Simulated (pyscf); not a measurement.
Optimised with ωB97X-D3(BJ)/def2-SVP in PySCF. MP2 and CC: frozen core, UHF for open shells. ΔMP2 is the change of the MP2 total energy from the triple- to the quadruple-zeta basis.

Question: Estimate the classical barrier height and the reaction energy of H₂N–Ga=O + H₂O -> O=Ga–OH + NH₃ at CCSD(T)/def2-TZVPP + ΔMP2(QZVPP). The step runs on the singlet surface, breaks Ga–N, H–O and forms Ga–O, H–N; take the separated reactants as zero.

Answer: ΔE‡ = -1.2 kcal/mol, ΔE = -2.9 kcal/mol. Zero-point energy shifts the barrier by +0.8 kcal/mol. It is a four-centre exchange, with an imaginary mode of 1130i cm⁻¹. On the reactant side the descent ends in an adduct with a Ga–O contact, 17.2 kcal/mol under the separated species and 13.9 kcal/mol under the saddle at ωB97X-D3(BJ)/def2-TZVP. On the product side the descent ends in an adduct with a Ga–N contact, 26.1 kcal/mol under the separated species and 26.2 kcal/mol under the saddle at ωB97X-D3(BJ)/def2-TZVP. At CCSD(T) the saddle lies under the separated reactants, which points to a path from their complex (located at ωB97X-D3(BJ) alone). What is counted as formed (Ga–O) is already present as a longer contact in the reactant adduct; forming that adduct is a step of its own. What is counted as broken (Ga–N) persists as a longer contact in the product adduct; parting that adduct is a step of its own. At ωB97X-D3(BJ)/def2-TZVP the barrier from the zero used here is -3.3 kcal/mol. One saddle was located; it need not be the lowest between these sides. The CCSD(T) − MP2 part came from Ansatz, without density fitting, on the same reference. The frozen core leaves the outer d or s,p core shells of the metals and heavy elements correlated in the MP2 and CC values, and def2-TZVPP describes them poorly, which can shift differences by a few kcal/mol. Elements up to Kr have no core potential and no relativistic terms here.
